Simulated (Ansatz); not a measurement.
Steps of a relaxation of C$_{2}$N$_{2}$S (`N#CSC#N`) with RKS PBE0-D4/def2-TZVP.

```sh
$ ansatz run in.yaml --threads 2 --pin off --events-out ev --progress --plain --max-ram 32768MiB --backend cpu
```

```yaml
crystal:
  periodic: [false, false, false]
  atoms:
    - {symbol: N, position_ang: [0.751090, -1.268820, 1.634290]}
    - {symbol: C, position_ang: [0.730910, -0.813050, 0.586370]}
    - {symbol: S, position_ang: [0.730660, -0.157570, -0.975240]}
    - {symbol: C, position_ang: [-0.642750, 0.795300, -0.703420]}
    - {symbol: N, position_ang: [-1.569910, 1.444140, -0.542010]}
basis:
  gaussian: {orbitals: def2-TZVP}
hamiltonian: {xc: pbe0, dispersion: d4}
relax: {f_tol: 0.005, max_steps: 150}
```

Positions (Å) and forces (eV/Å) along the path, 6 of 6 steps:

```xyz
5
step=1 energy=-15879.6358 eV
N     0.751   -1.269    1.634    0.074   -0.517    1.097
C     0.731   -0.813    0.586    0.159    0.342   -1.108
S     0.731   -0.158   -0.975   -0.198    0.046    0.269
C    -0.643    0.795   -0.703    0.924   -0.572   -0.363
N    -1.570    1.444   -0.542   -0.958    0.702    0.106
5
step=2 energy=-15879.6671 eV
N     0.795   -1.311    1.652    0.061    0.000   -0.112
C     0.747   -0.833    0.603   -0.023    0.002    0.036
S     0.711   -0.153   -0.949   -0.096    0.023    0.131
C    -0.660    0.815   -0.719   -0.033    0.002    0.033
N    -1.593    1.481   -0.588    0.090   -0.028   -0.088
5
step=3 energy=-15879.6711 eV
N     0.821   -1.332    1.655    0.059   -0.001   -0.104
C     0.753   -0.841    0.613   -0.105    0.060    0.049
S     0.698   -0.150   -0.931   -0.008    0.004    0.013
C    -0.671    0.824   -0.722   -0.029   -0.038    0.126
N    -1.600    1.499   -0.615    0.084   -0.025   -0.084
5
step=4 energy=-15879.6732 eV
N     0.836   -1.343    1.655    0.045    0.000   -0.081
C     0.752   -0.843    0.619   -0.101    0.047    0.074
S     0.691   -0.149   -0.922    0.040   -0.007   -0.053
C    -0.676    0.827   -0.720   -0.050   -0.018    0.125
N    -1.602    1.508   -0.632    0.065   -0.021   -0.065
5
step=5 energy=-15879.6760 eV
N     0.860   -1.360    1.651    0.001   -0.006    0.013
C     0.743   -0.840    0.629    0.007    0.004   -0.024
S     0.683   -0.147   -0.912   -0.016    0.003    0.022
C    -0.683    0.827   -0.708    0.020   -0.010   -0.012
N    -1.603    1.520   -0.660   -0.012    0.008    0.001
5
step=6 energy=-15879.6761 eV
N     0.862   -1.362    1.651    0.000    0.000   -0.001
C     0.743   -0.841    0.630    0.000   -0.001    0.001
S     0.682   -0.147   -0.910    0.000    0.000    0.000
C    -0.684    0.828   -0.709   -0.001    0.001    0.000
N    -1.604    1.521   -0.662    0.000    0.000    0.000
```

Run time 14 s (2 threads of an AMD EPYC 7R13 on a shared host); peak host memory 0.36 GiB.
